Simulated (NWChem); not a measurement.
# Total energies of CHO (+1)

```xyz
3

C      0.0000     0.0000    -0.5219
O      0.0000     0.0000     0.5966
H      0.0000     0.0000    -1.6409
```
Charge +1, spin multiplicity 1.

The numbers come from NWChem runs, not from measurements. All single points use one geometry, from PBE/def2-SVP, a minimum by its harmonic frequencies.

Basis set: STO-3G (11 functions).

| method | total energy (Ha) |
|---|---|
| RHF | -111.50400 |
| MP2 | -111.65839 |
| B2PLYP | -111.92390 |
| PBE | -111.93024 |
| B3LYP | -112.04446 |
| BHandHLYP | -111.99792 |
| CCSD(T) | -111.66833 |

Total energies of different functionals aren't comparable as a measure of quality: only differences taken within one method are. 

The correlated methods keep 2 core orbitals frozen. B3LYP has NWChem's definition, with VWN1-RPA local correlation. The structure started from a generated list of species. No row is a measurement; the coupled-cluster row has its own basis-set and correlation limits.
